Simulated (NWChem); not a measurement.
Program: NWChem. System: hydrogen chloride (HCl), charge 0, spin multiplicity 1, at a geometry optimised with B3LYP/def2-SVP. Level: RHF/def2-TZVP.

Output (cleaned and shortened):

```
             Northwest Computational Chemistry Package (NWChem) 7.3.0
             --------------------------------------------------------

                                NWChem Input Module
                                -------------------

 Scaling coordinates for geometry "geometry" by  1.889725989
 (inverse scale =  0.529177249)

 Turning off AUTOSYM since
 SYMMETRY directive was detected!

                             Geometry "geometry" -> ""
                             -------------------------

 Output coordinates in angstroms (scale by  1.889725989 to convert to a.u.)

  No.       Tag          Charge          X              Y              Z
 ---- ---------------- ---------- -------------- -------------- --------------
    1 Cl                  17.0000     0.00000000     0.00000000     0.07164900
    2 H                    1.0000     0.00000000     0.00000000    -1.21803400

 Effective nuclear repulsion energy (a.u.)       6.9753677710

            Nuclear Dipole moment (a.u.)
            ----------------------------
        X                 Y               Z
 ---------------- ---------------- ----------------
     0.0000000000     0.0000000000    -0.0000018897

      Symmetry information
      --------------------

 Group name             C2v
 Group number             16
 Group order               4
 No. of unique centers     2

      Symmetry unique atoms

     1    2


 Summary of "ao basis" -> "" (spherical)
 ------------------------------------------------------------------------------
       Tag                 Description            Shells   Functions and Types
 ---------------- ------------------------------  ------  ---------------------
 *                         def2-tzvp                  on all atoms

 Summary of "ao basis" -> "ao basis" (spherical)
 ------------------------------------------------------------------------------
       Tag                 Description            Shells   Functions and Types
 ---------------- ------------------------------  ------  ---------------------
 Cl                        def2-tzvp                13       37   5s5p2d1f
 H                         def2-tzvp                 4        6   3s1p

                                 NWChem SCF Module
                                 -----------------

  ao basis        = "ao basis"
  functions       =    43
  atoms           =     2
  closed shells   =     9
  open shells     =     0
  charge          =   0.00
  wavefunction    = RHF
  use symmetry    = T
  symmetry adapt  = T

 Summary of "ao basis" -> "ao basis" (spherical)
 ------------------------------------------------------------------------------
       Tag                 Description            Shells   Functions and Types
 ---------------- ------------------------------  ------  ---------------------
 Cl                        def2-tzvp                13       37   5s5p2d1f
 H                         def2-tzvp                 4        6   3s1p

      Symmetry analysis of basis
      --------------------------

        a1         20
        a2          3
        b1         10
        b2         10

 Forming initial guess at       0.1s

      Superposition of Atomic Density Guess
      -------------------------------------

 Sum of atomic energies:        -459.97749781

      Non-variational initial energy
      ------------------------------

 Total energy =    -460.040794
 1-e energy   =    -649.060027
 2-e energy   =     182.043866
 HOMO         =      -0.447070
 LUMO         =       0.071135

      Symmetry analysis of molecular orbitals - initial
      -------------------------------------------------

 !! scf_movecs_sym_adapt:   26 vectors were symmetry contaminated

  Symmetry fudging

 !! scf_movecs_sym_adapt:   24 vectors were symmetry contaminated

  Numbering of irreducible representations:

     1 a1          2 a2          3 b1          4 b2

  Orbital symmetries:

     1 a1          2 a1          3 a1          4 b1          5 b2
     6 a1          7 a1          8 b1          9 b2         10 a1
    11 a1         12 b1         13 b2         14 a1         15 b2
    16 b1         17 a2         18 a1         19 a1

 Starting SCF solution at       0.3s

 ----------------------------------------------
         Quadratically convergent ROHF

 Convergence threshold     :          1.000E-07
 Maximum no. of iterations :          100
 Final Fock-matrix accuracy:          1.000E-09
 ----------------------------------------------

              iter       energy          gnorm     gmax       time
             ----- ------------------- --------- --------- --------
                 1     -460.0819528720  4.05D-01  2.24D-01      0.3
                 2     -460.0959704143  1.60D-01  7.23D-02      0.3
                 3     -460.0977891499  7.58D-03  2.07D-03      0.3
                 4     -460.0977925741  1.40D-05  4.00D-06      0.3
                 5     -460.0977925741  2.98D-09  8.92D-10      0.3

       Final RHF  results
       ------------------

         Total SCF energy =   -460.097792574149
      One-electron energy =   -649.710840003593
      Two-electron energy =    182.637679658454
 Nuclear repulsion energy =      6.975367770991

        Time for solution =      0.1s

       Symmetry analysis of molecular orbitals - final
       -----------------------------------------------

  Numbering of irreducible representations:

     1 a1          2 a2          3 b1          4 b2

  Orbital symmetries:

     1 a1          2 a1          3 a1          4 b2          5 b1
     6 a1          7 a1          8 b1          9 b2         10 a1
    11 a1         12 b1         13 b2         14 a1         15 b1
    16 b2         17 a1         18 a2         19 a1

             Final eigenvalues
             -----------------

              1
    1 -104.8451
    2  -10.5728
    3   -8.0400
    4   -8.0382
    5   -8.0382
    6   -1.1127
    7   -0.6215
    8   -0.4747
    9   -0.4747
   10    0.1254
   11    0.3241
   12    0.4922
   13    0.4922
   14    0.5118
   15    0.5932
   16    0.5932
   17    0.6332
   18    0.6332
   19    0.8425

                       ROHF Final Molecular Orbital Analysis
                       -------------------------------------

 Vector    7  Occ=2.000000D+00  E=-6.214620D-01  Symmetry=a1
              MO Center= -1.3D-16, -3.8D-16, -1.8D-01, r^2= 1.3D+00
   Bfn.  Coefficient  Atom+Function         Bfn.  Coefficient  Atom+Function
  ----- ------------  ---------------      ----- ------------  ---------------
    17      0.419727  1 Cl pz                39     -0.263688  2 H  s
     5      0.229320  1 Cl s                 14      0.204060  1 Cl pz
     4      0.201928  1 Cl s                 20      0.195075  1 Cl pz
     8     -0.163195  1 Cl pz                38     -0.152579  2 H  s

 Vector    8  Occ=2.000000D+00  E=-4.746582D-01  Symmetry=b1
              MO Center=  2.2D-16, -3.6D-32,  4.6D-02, r^2= 1.2D+00
   Bfn.  Coefficient  Atom+Function         Bfn.  Coefficient  Atom+Function
  ----- ------------  ---------------      ----- ------------  ---------------
    15      0.546402  1 Cl px                18      0.367181  1 Cl px
    12      0.256834  1 Cl px                 6     -0.200264  1 Cl px

 Vector    9  Occ=2.000000D+00  E=-4.746582D-01  Symmetry=b2
              MO Center=  1.2D-34, -1.3D-17,  4.6D-02, r^2= 1.2D+00
   Bfn.  Coefficient  Atom+Function         Bfn.  Coefficient  Atom+Function
  ----- ------------  ---------------      ----- ------------  ---------------
    16      0.546402  1 Cl py                19      0.367181  1 Cl py
    13      0.256834  1 Cl py                 7     -0.200264  1 Cl py

 Vector   10  Occ=0.000000D+00  E= 1.253765D-01  Symmetry=a1
              MO Center= -7.3D-16, -6.7D-16, -1.1D+00, r^2= 3.4D+00
   Bfn.  Coefficient  Atom+Function         Bfn.  Coefficient  Atom+Function
  ----- ------------  ---------------      ----- ------------  ---------------
    40      1.615365  2 H  s                  5     -0.950602  1 Cl s
    20      0.797429  1 Cl pz                17      0.169630  1 Cl pz

 Vector   11  Occ=0.000000D+00  E= 3.240876D-01  Symmetry=a1
              MO Center= -1.4D-15,  2.5D-15, -5.7D-01, r^2= 2.9D+00
   Bfn.  Coefficient  Atom+Function         Bfn.  Coefficient  Atom+Function
  ----- ------------  ---------------      ----- ------------  ---------------
    39      1.258816  2 H  s                 40     -0.901630  2 H  s
    20      0.667833  1 Cl pz                 5     -0.152878  1 Cl s

 Vector   12  Occ=0.000000D+00  E= 4.921841D-01  Symmetry=b1
              MO Center=  2.1D-15,  1.7D-31,  6.1D-02, r^2= 3.3D+00
   Bfn.  Coefficient  Atom+Function         Bfn.  Coefficient  Atom+Function
  ----- ------------  ---------------      ----- ------------  ---------------
    18      1.385844  1 Cl px                15     -1.182465  1 Cl px
     6      0.151284  1 Cl px

 center of mass
 --------------
 x =   0.00000000 y =   0.00000000 z =   0.06712446

 moments of inertia (a.u.)
 ------------------
           5.818473710526           0.000000000000           0.000000000000
           0.000000000000           5.818473710526           0.000000000000
           0.000000000000           0.000000000000           0.000000000000

  Mulliken analysis of the total density
  --------------------------------------

    Atom       Charge   Shell Charges
 -----------   ------   -------------------------------------------------------
    1 Cl  17    17.25   2.01  0.45  1.52  1.09  0.87  4.18  1.69  1.08  2.80  1.52  0.01  0.03  0.00
    2 H    1     0.75   0.22  0.45  0.05  0.03

       Multipole analysis of the density wrt the origin
       ------------------------------------------------

     L   x y z        total         open         nuclear
     -   - - -        -----         ----         -------
     0   0 0 0     -0.000000      0.000000     18.000000

     1   1 0 0      0.000000      0.000000      0.000000
     1   0 1 0      0.000000      0.000000      0.000000
     1   0 0 1     -0.516449      0.000000     -0.000002

     2   2 0 0    -10.431200      0.000000      0.000000
     2   1 1 0      0.000000      0.000000      0.000000
     2   1 0 1     -0.000000      0.000000      0.000000
     2   0 2 0    -10.431200      0.000000      0.000000
     2   0 1 1     -0.000000      0.000000      0.000000
     2   0 0 2     -7.588011      0.000000      5.609705

 Task  times  cpu:        0.3s     wall:        0.3s

 Total times  cpu:        0.4s     wall:        0.4s
```

Q: Write an NWChem input that would produce this output.

A: This is not unique; one that fits is 
```
start mol
memory heap 200 mb stack 900 mb global 1100 mb
geometry units angstroms nocenter noautoz
  Cl     0.000000     0.000000     0.071649
  H      0.000000     0.000000    -1.218034
  symmetry group C2v
end
basis spherical
  * library def2-tzvp
end
scf
  rhf
  nopen 0
  maxiter 100
  thresh 1e-7
  semidirect memsize 60000000 filesize 0
end
task scf energy
```
